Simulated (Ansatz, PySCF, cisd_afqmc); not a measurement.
Species: C2H5, charge 0, doublet. C2H5 (SMILES [CH2]C, doublet).
B3LYP-D3(BJ)/def2-TZVP minimum from Ansatz (a program for electronic structure):
```
C
H 1 1.0926
H 1 1.0926 2 108.27
H 1 1.1011 2 106.35 3 113.94
C 1 1.4831 2 111.85 4 122.36
H 5 1.0812 1 120.96 2 154.81
H 5 1.0812 6 117.62 1 -172.29
```
Charge 0, spin multiplicity 2.

Wanted: enthalpy of formation at 298 K (by atomisation, with ideal-gas terms from PySCF's Hessian at B3LYP-D3(BJ)/def2-TZVP and the atoms' measured values of the G2/97 table; no spin-orbit terms), in kcal/mol. Open shells are spin-unrestricted; no spin-orbit coupling. Correlated methods leave the cores frozen. Rows without X2C or -DK are non-relativistic. AFQMC/CISD: phaseless, guided by CISD from CCSD amplitudes; bars are statistical, one sigma. Outlying blocks are dropped, and bars are widened where a walk drifts. Over all cases where full CI ran beside it in this data, AFQMC minus full CI had a median of +0.1 mEh and passed +0.4 mEh in a tenth of the cases. CBS(X,Y): correlation extrapolated as X^-3, Hartree-Fock from the larger set (Q,5: extrapolated as (X+1)exp(-9√X)). A bracket is a step between two methods taken in the basis named. The functionals are non-relativistic, so their misses hold any scalar relativity. '+ core + X2C': CCSD(T) terms for core correlation (cc-pwCVTZ) and scalar relativity (cc-pVTZ-DK). For partners of very few electrons the exact lower level stands in for a higher one.

Measured: 28.9 kcal/mol, 120.9 kJ/mol (G2/97 table in ASE (Curtiss et al.)); atomic spin-orbit terms, which the calculations lack, would raise the computed values.

```
level                                                                                   program  enthalpy of formation at 298 K (kcal/mol)  error against that value
--------------------------------------------------------------------------  -------------------  -----------------------------------------  ------------------------
r2SCANh/def2-TZVPD                                                                       Ansatz                                       26.8                      -2.1
wB97M-V/def2-TZVPD                                                                       Ansatz                                       29.1                       0.2
MP2/cc-pV5Z                                                                              Ansatz                                       31.6                       2.7
CCSD(T)/cc-pVDZ                                                                          Ansatz                                       68.9                      40.0
CCSDT(Q)/cc-pVTZ                                                                         Ansatz                                       41.7                      12.8
AFQMC/CISD/cc-pVDZ                                                                   cisd_afqmc                                 68.6 ± 0.2                      39.7
CCSD(T)/CBS(cc-pVQZ,cc-pV5Z) + [AFQMC/CISD - CCSD(T)]/cc-pVDZ + core + X2C  Ansatz + cisd_afqmc                                 28.7 ± 0.2                      -0.2
CCSD(T)/CBS(cc-pVQZ,cc-pV5Z) + [AFQMC/CISD - CCSD(T)]/cc-pVTZ + core + X2C  Ansatz + cisd_afqmc                                 28.9 ± 0.2                       0.0
CCSD(T)/CBS(cc-pVQZ,cc-pV5Z) + [CCSDT(Q) - CCSD(T)]/cc-pVTZ + core + X2C                 Ansatz                                       29.0                       0.1
```
